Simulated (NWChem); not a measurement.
# Correlation energy of phosphine (H$_{3}$P)

```xyz
4

P     -0.1302    -0.0034     0.0000
H      0.6666    -0.5810     1.0357
H      0.6666    -0.5810    -1.0357
H      0.6204     1.2123     0.0000
```
Charge 0, spin multiplicity 1.

Everything below was run with NWChem. Structure: optimised with PBE0/def2-SVP, a minimum by its harmonic frequencies.

Basis set: cc-pVQZ. Each correlation energy counts from its own Hartree-Fock reference.

The correlated methods keep 5 core orbitals frozen. Coupled-cluster values serve here as a point of comparison, not as the truth.

For the correlation energy, RI-MP2 gives -182.2 mHa and MP2 gives -182.3 mHa. What do SCS-MP2, CCSD, CR-CCSD[T] give?

SCS-MP2: -193.8 mHa; CCSD: -208.4 mHa; CR-CCSD[T]: -215.2 mHa.
